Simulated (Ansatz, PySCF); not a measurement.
System (SMILES): C=C=O.
Geometry (B3LYP-D3(BJ)/def2-TZVP, fixed):
```xyz
5

C      0.0091     0.0017    -1.2056
C     -0.0008    -0.0001     0.1027
H      0.0282     0.9401    -1.7377
H     -0.0018    -0.9351    -1.7406
O     -0.0096    -0.0018     1.2620
```
Charge 0, spin multiplicity 1.

Near-linear dependence at HF/6-311++G(2d,2p) with PySCF (spherical functions, density fitting): canonical orthogonalisation drops combinations whose overlap eigenvalue lies under the threshold. The set has 101 functions.

| threshold | orbitals kept | energy minus last row (mEh) | SCF cycles |
|---|---|---|---|
| 1e-3 | 98 | 0.474 | 11 |
| 1e-4 | 100 | 0.037 | 11 |
| 1e-5 | 101 | 0.000 | 11 |
| 1e-6 | 101 | 0.000 | 11 |
| 1e-7 | 101 | 0.000 | 11 |
| 1e-9 | 101 | 0.000 | 11 |

The smallest overlap eigenvalue is 5.3e-05. Ansatz (a quantum-chemistry and plane-wave program) at its default drops 0 functions.
